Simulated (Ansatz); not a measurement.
## CH4AlO, SMILES C[O][AlH]: a rigid scan of one bond angle

Computed with Ansatz 0.2.0, Python API.

`ch4alo.py`
```python
"""Energy of CH4AlO against one bond angle."""

import ansatz as az
from ase import Atoms

atoms = Atoms(["C", "O", "Al", "H", "H", "H", "H"], positions=[
    (-0.5585, 0.626, 0.0186),
    (-0.6655, -0.729, -0.1213),
    (0.9775, -1.3728, -0.6085),
    (-0.2619, 1.1647, -0.9624),
    (0.1, 0.9684, 0.7948),
    (-1.6146, 1.0543, 0.2893),
    (2.0842, -1.7796, 0.5438),
])

# relax first, so that the scan starts from a minimum
first = (
    az.Crystal.molecule_from_ase(atoms).calculation()
    .basis(gaussian="cc-pVDZ")
    .functional("R2SCAN0")
    .spin("collinear", total=1)
    .relax(force_tolerance=0.02, max_steps=80)
)
atoms.positions = first.run(threads=1).report["positions_ang"]

rows = []
for angle in [90, 100, 110, 120, 135, 150, 165, 179]:
    bent = atoms.copy()
    bent.set_angle(0, 1, 2, angle, indices=[2, 6])
    calc = (
        az.Crystal.molecule_from_ase(bent).calculation()
        .basis(gaussian="cc-pVDZ")
        .functional("R2SCAN0")
        .spin("collinear", total=1)
    )
    rows.append((angle, calc.run(threads=1).report["free_energy_ev"]))
floor = min(e for _, e in rows)
for angle, e in rows:
    print(f"angle C0-O1-Al2 = {angle:3d} deg   {1000 * (e - floor):9.1f} meV")
```

```console
$ python ch4alo.py
angle C0-O1-Al2 =  90 deg      1219.4 meV
angle C0-O1-Al2 = 100 deg       526.7 meV
angle C0-O1-Al2 = 110 deg       200.9 meV
angle C0-O1-Al2 = 120 deg        58.2 meV
angle C0-O1-Al2 = 135 deg         0.0 meV
angle C0-O1-Al2 = 150 deg        15.9 meV
angle C0-O1-Al2 = 165 deg        44.8 meV
angle C0-O1-Al2 = 179 deg        54.3 meV
```

The scan is rigid, and the energies are electronic, in a modest basis. The zero is the lowest point of the grid, which needn't be the minimum. The species is open-shell (spin multiplicity 2). Finished in 110 s on 1 thread of Arm Neoverse V1 (shared host), peak memory 0.27 GiB.

(Lines on the test bed's own set-up are left out of the output.)
